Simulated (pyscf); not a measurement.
## Routes from H₃C–NH–CH₃ + CH₃•

Candidate steps break at most two bonds and form at most two. Each was searched with GFN2-xTB (tblite) first. PySCF, gas phase, ωB97X-D3(BJ)/def2-SVP geometries. Energies: ωB97M-D3(BJ)/def2-TZVP, kcal/mol, from the separated reactants, doublet surface; ΔG‡ with ideal gas, 1 atm, RRHO with modes under 100 cm⁻¹ raised to 100, one conformer, R ln 2 for chiral ones without a mode under 150 cm⁻¹.

| products | type | ΔE‡ | ΔE | ΔG‡ 298 K | ΔG‡ 900 K | ν‡ (cm⁻¹) |
|---|---|---|---|---|---|---|
| H₃C–N•–CH₃ + CH₄ | hydrogen abstraction | 9.3 | -12.3 | 16.6 | 34.8 | 1917i |
| H₃C–CH₃ + H₃C–NH• | substitution at C | 45.2 | -10.4 | 55.4 | 74.2 | 1329i |

Plain bond fissions and candidates not yet searched are not listed, and one of them may be faster. Each barrier is that of the saddle found; lower ones may exist.
